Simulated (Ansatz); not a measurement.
**CH₃BN radical (built from SMILES B.[C]#N): one structure at several levels**

The task here is to estimate one member of a computed series from the others.

Computed with Ansatz 0.2.0, Gaussian basis. Level: single points in def2-TZVPP.

Cores are frozen in the correlated methods. Orbitals are unrestricted.

**The starting structure**

6 atoms, charge 0, spin multiplicity 2.

Atoms are counted from 1 here; the program's logs count them from 0.

Bond lengths: H1–C3 1.361 Å, B2–H5 1.138 Å, B2–H6 1.178 Å, C3–N4 1.096 Å. Angles: H5–B2–H6 128.3°, H1–C3–N4 165.9°.

Geometry (Å):

```xyz
6

H    -0.0523   -0.2939    0.1022
B     0.1644    1.1997   -0.2643
C    -0.3522   -1.5857    0.4069
N    -0.3475   -2.6719    0.5528
H    -0.6608    1.6614   -0.8972
H     1.1761    1.6907    0.0862
```

The first run:

File run/in.yaml:

```yaml
crystal:
  periodic: [false, false, false]
  atoms:
    - {symbol: H, position_ang: [-0.052300, -0.293900, 0.102200]}
    - {symbol: B, position_ang: [0.164400, 1.199700, -0.264300]}
    - {symbol: C, position_ang: [-0.352200, -1.585700, 0.406900]}
    - {symbol: N, position_ang: [-0.347500, -2.671900, 0.552800]}
    - {symbol: H, position_ang: [-0.660800, 1.661400, -0.897200]}
    - {symbol: H, position_ang: [1.176100, 1.690700, 0.086200]}
basis:
  gaussian: {orbitals: def2-TZVPP}
magnetization: {spin_polarized: true, initial_magnetization: 1}
correlation: {method: ccsd_t}
scf: {omitted_lower_state_checks: [cluster_reference]}
output: {forces: true}
```

The command line of these runs was not kept.

Steps of the session up to this table: CCSD(T)/def2-TZVPP; PBE0-D4/def2-TZVPP; wB97M-V/def2-TZVPP; r2SCAN-D4/def2-TZVPP; PBE-D4/def2-TZVPP; wB97X-V/def2-TZVPP; CAM-B3LYP-D4/def2-TZVPP.

One of the session's tables, all rows but one given; the rest of the session is left out.

```
      method  RMS force component (eV/Å)  angle to CCSD(T) forces (°)  dipole (D)
     CCSD(T)                       3.645                    reference        5.02
     PBE0-D4                       3.132                          1.6        5.11
     wB97M-V                       3.073                          1.4        5.15
   r2SCAN-D4                       3.268                          0.9        5.00
      PBE-D4                       3.569                          2.7        4.81
     wB97X-V                           ?                            ?           ?
CAM-B3LYP-D4                       2.891                          2.1        5.23
```

Estimate the missing values for wB97X-V.

**Answer.** RMS force component (eV/Å): 3.149; angle to CCSD(T) forces (°): 1.7; dipole (D): 5.22. In the column «RMS force component (eV/Å)» it lies between PBE0-D4 (3.132) and r2SCAN-D4 (3.268).
